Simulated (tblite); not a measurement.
Species: C2HClN3 (charge -1).
SMILES: `Clc1[n-]nnc1`

Level: GFN2-xTB in tblite, geometry and Hessian alike; calculated harmonic values, unscaled, isolated species. Against measured fundamentals such values can be off by several per cent, at times by over 20.

Harmonic wavenumbers (cm⁻¹): 251.1, 272.0, 444.2, 630.0, 704.2, 778.3, 956.1, 973.0, 1066.4, 1178.0, 1223.3, 1309.8, 1397.1, 1410.0, 3104.1.

A = 10377, B = 2156, C = 1785 MHz; mass 101.986 u (most abundant isotopes); point group Cs, symmetry number 1.

What is the zero-point energy?

Half the sum of the wavenumbers: 7849 cm⁻¹ = 22.44 kcal/mol.

Entropy at 500 K, 1 bar (ideal gas, RRHO, classical rotation)?

Translation 42.37, rotation 28.03, vibration 12.07: S = 82.5 cal/(mol K).

And Cp and H(500 K) − H(0)?

Cp = 24.37 cal/(mol K), of which vibrations give 16.42 (their classical limit is 15 R = 29.8); H(500 K) − H(0) = 7.69 kcal/mol without the zero-point energy, 3.72 from vibrations.

Which modes carry the vibrational entropy at 500 K?

251.1 cm⁻¹: 2.68; 272.0 cm⁻¹: 2.52; 444.2 cm⁻¹: 1.63; 630.0 cm⁻¹: 1.06; 704.2 cm⁻¹: 0.89; 778.3 cm⁻¹: 0.75 cal/(mol K); the other 9 give 2.54 together.

What must be added to the electronic energy to get the Gibbs energy at 500 K and 1 bar?

ZPE + [H(500 K) − H(0)] − T·S = 22.44 + 7.69 − 41.24 = -11.11 kcal/mol.

How do the functions run with temperature in this model?

```tsv
T (K)	S (cal/(mol K))	Cp (cal/(mol K))	H − H(0) (kcal/mol)	G − H(0) (kcal/mol)	ln q(vib)
100	58.1	9.5	0.83	-4.98	0.05
200	65.8	13.2	1.96	-11.19	0.40
300	71.9	17.3	3.48	-18.08	0.94
800	95.4	30.2	15.99	-60.30	4.63
1000	102.3	32.2	22.25	-80.09	6.10
```

q(vib) and H(0) count from the zero-point level.

Hindered rotation and anharmonicity are outside this model.
